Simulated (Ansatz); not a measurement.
Relaxation of AlH3O (5 atoms, charge 0, multiplicity 1), to a largest force component of 0.03 eV/Å in at most 50 steps.

The calculation used RKS PBE/def2-TZVP (Ansatz).

```xyz
5
Properties=species:S:1:pos:R:3:forces:R:3
Al -0.869 -0.298 0.466 -0.03 0.02 0.00
H 1.347 0.696 -0.965 0.33 1.67 -1.75
O 0.331 -1.184 1.085 -0.07 -0.13 0.14
H 1.243 0.218 -0.460 -0.23 -1.56 1.62
H -2.052 0.568 -0.126 0.00 0.00 0.00
```

Task: Where does it end, and by what steps?

Result: The run converged. After 7 steps the energy has fallen by 0.109 eV; O3 moved furthest, 0.33 Å.

| step | energy less start (eV) | largest force component (eV/Å) | accepted |
| --- | --- | --- | --- |
| 0 | 0.0000 | 1.755 | yes |
| 1 | -0.0967 | 0.230 | yes |
| 2 | -0.0978 | 0.120 | yes |
| 3 | -0.1003 | 0.126 | yes |
| 4 | -0.1069 | 0.087 | yes |
| 5 | -0.1089 | 0.035 | yes |
| 6 | -0.1076 | 0.174 | no |
| 7 | -0.1094 | 0.010 | yes |

```xyz
5
Properties=species:S:1:pos:R:3
Al -0.772 -0.336 0.488
H 1.110 0.817 -1.027
O 0.168 -1.371 1.301
H 1.301 0.270 -0.533
H -1.807 0.619 -0.230
```

Whether the end is a true minimum wasn't checked by a vibrational analysis.

Run time: 5.3 s on 2 threads of Arm Neoverse V2, on a shared host, peak memory 0.12 GiB.
